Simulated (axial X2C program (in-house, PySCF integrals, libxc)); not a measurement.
## Bond lengths and stretching modes, held linear, of NPN⁺

Computed with an axial X2C code built on PySCF integrals: two-component X2C with atomic mean-field Coulomb and Gaunt terms, Gaussian nuclei, basis N dyall-av3z, P dyall-v3z with contracted cores. Spin-free rows use the one-electron spin-free X2C Hamiltonian.

Masses N 14.003, P 30.974, N 14.003 u. States: 2c Ω = 1 (beyond evenly filled blocks: ω = -1/2, ω = 3/2); spin-free M_S = 1, Λ = 0 (beyond evenly filled blocks: π+α, π-α).

HF, 2c: energies above the lowest point

| r(N–P) (Å) | r(P–N) (Å) | E (meV) |
| --- | --- | --- |
| 1.5415 | 1.5415 | 262.19 |
| 1.5415 | 1.5810 | 165.97 |
| 1.5415 | 1.6205 | 113.33 |
| 1.5810 | 1.5415 | 165.97 |
| 1.5810 | 1.5810 | 78.70 |
| 1.5810 | 1.6205 | 34.67 |
| 1.5810 | 1.6601 | 19.34 |
| 1.6205 | 1.5415 | 113.33 |
| 1.6205 | 1.5810 | 34.67 |
| 1.6205 | 1.6205 | 0.00 |
| 1.6601 | 1.5810 | 19.34 |
| 1.6601 | 1.6601 | 0.77 |

**Question.** Fit a quadratic surface with cubic terms in each bond: where is the minimum, and what are the two stretching wavenumbers?

**Answer.** At HF, 2c: bonds 1.640 and 1.640 Å; harmonic stretches 532.8 and 622.0 cm⁻¹; force constants 2.21, 2.21 and coupling 0.98 mdyn/Å.

The other levels and Hamiltonians give:

```
Hamiltonian  level  r(N–P) (Å)  r(P–N) (Å)  lower stretch (cm⁻¹)  upper stretch (cm⁻¹)
         2c   PBE0       1.584       1.584                 817.6                 869.4
         2c    PBE       1.597       1.597                 836.5                 871.5
  spin-free   PBE0       1.583       1.583                 818.0                 869.4
  spin-free     HF       1.640       1.640                 533.0                 622.0
  spin-free    PBE       1.597       1.597                 836.8                 871.5
```

Each state is one determinant, the lowest of a limited PBE0 search; the stretches come from a fit to these few points and carry an uncertainty of a few per cent. Other orders of the atoms were not compared. Left out for rough or failed fits: MP2 2c, MP2 spin-free. The levels spread by more than a fifth, so the stretches depend strongly on the method. The molecule was held linear; bending was not examined, so a bent shape may lie lower. Open-shell Ω = 0 determinants with evenly filled partner blocks cannot be reached by this program, so the Ω shown need not be the lowest component. Note: several unpaired electrons, one determinant need not be a pure state.
